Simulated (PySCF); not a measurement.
Molecule: SMILES BC#C, C$_{2}$H$_{3}$B.

Structure with atom numbers: `[BH2:1][C:2]#[CH:3]` (H(Xn): hydrogen on atom n).

Geometry PBE0-D3(BJ)/def2-SVP throughout; GIAO in PySCF, gas phase, one conformer, non-relativistic; equivalent atoms averaged; basis pcSseg-2.

Task: How do the absolute shieldings σ depend on the functional? (ppm; last column core-seconds on shared hosts with different chips, so compare them loosely; the GGAs took longer than the global hybrids here, which isn't the general rule, and the cause wasn't traced)

Result: 
| functional | kind | B1 | C3 | C2 | H(B1) | H(C3) | core-s |
| --- | --- | --- | --- | --- | --- | --- | --- |
| HF | Hartree–Fock | 50.0 | 39.8 | 111.6 | 25.57 | 25.61 | 2.2 |
| LDA | LDA | 8.9 | 16.2 | 63.8 | 23.44 | 24.45 | 4.9 |
| PBE | GGA | 20.1 | 28.4 | 71.0 | 24.23 | 25.21 | 6 |
| BLYP | GGA | 20.6 | 27.8 | 68.3 | 24.64 | 25.53 | 6 |
| BP86 | GGA | 22.4 | 29.6 | 71.8 | 24.35 | 25.31 | 6 |
| OPBE | GGA | 30.3 | 40.8 | 81.2 | 24.33 | 25.42 | 6 |
| KT2 | GGA | 32.1 | 40.9 | 81.6 | 24.52 | 25.02 | 6 |
| KT3 | GGA | 35.7 | 46.2 | 84.1 | 24.91 | 25.52 | 6 |
| B97-D | GGA | 31.5 | 38.8 | 77.4 | 24.82 | 25.75 | 6 |
| B3LYP | global hybrid | 25.5 | 31.3 | 78.0 | 24.78 | 25.67 | 3.9 |
| PBE0 | global hybrid | 27.1 | 33.5 | 83.3 | 24.48 | 25.47 | 4 |
| mPW1PW91 | global hybrid | 28.0 | 33.9 | 83.1 | 24.60 | 25.58 | 4.1 |
| WP04 | global hybrid | 29.2 | 36.7 | 77.6 | 25.83 | 26.66 | 5 |
| B97-2 | global hybrid | 32.8 | 39.6 | 85.3 | 24.80 | 25.79 | 5 |
| BHandHLYP | global hybrid | 33.6 | 35.3 | 90.9 | 25.05 | 25.75 | 4.9 |
| CAM-B3LYP | range-separated hybrid | 22.9 | 30.9 | 84.3 | 24.64 | 25.58 | 6.4 |
| wB97X-D | range-separated hybrid | 31.6 | 36.1 | 87.5 | 24.80 | 25.79 | 6.1 |
| LC-wPBE | range-separated hybrid | 21.1 | 33.4 | 91.7 | 24.48 | 25.76 | 8.9 |

Task: Which nucleus moves most, in ppm?

Result: C2 (alkyne carbon): from 63.8 ppm with LDA to 111.6 ppm with HF. The smallest spread is 2.21 ppm, at H(C3). Proton shifts span only some 12 ppm, so a few tenths of a ppm matter as much there as several ppm in carbon.
